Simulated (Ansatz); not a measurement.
C3H3N, SMILES `C=C=C=N`, relaxed with RKS PBE0-D4/def2-TZVP in the Gaussian-basis code of Ansatz from a PBE-D4/def2-SVP geometry. The force threshold is 0.005 eV/Å; the program also tests the step.

Charge 0, multiplicity 1.

Start:

```xyz
7

C    -0.401   -0.320   -1.489
C     0.042   -0.068   -0.263
C     0.401    0.186    0.949
N     0.916    0.397    2.069
H     0.285   -0.612   -2.308
H    -1.474   -0.250   -1.754
H     0.231    0.667    2.797
```

Problem. How much energy does the relaxation release, and in how many steps? (Estimate.)

Solution. Computed: 5.39 kJ/mol, in 19 steps, 6 of them rejected.

Problem. Which bonds change most? (An estimate is asked.)

Solution. The calculation gave: C1–H6 from 1.108 to 1.088 Å; C1–H5 from 1.107 to 1.088 Å; C1–C2 from 1.328 to 1.309 Å; C2–C3 from 1.290 to 1.271 Å.

Problem. Give the relaxed structure. (Estimate.)

Solution. The calculation gave: 
```xyz
7

C    -0.397   -0.315   -1.470
C     0.036   -0.069   -0.259
C     0.406    0.180    0.931
N     0.900    0.393    2.040
H     0.281   -0.601   -2.271
H    -1.452   -0.246   -1.727
H     0.224    0.657    2.756
```
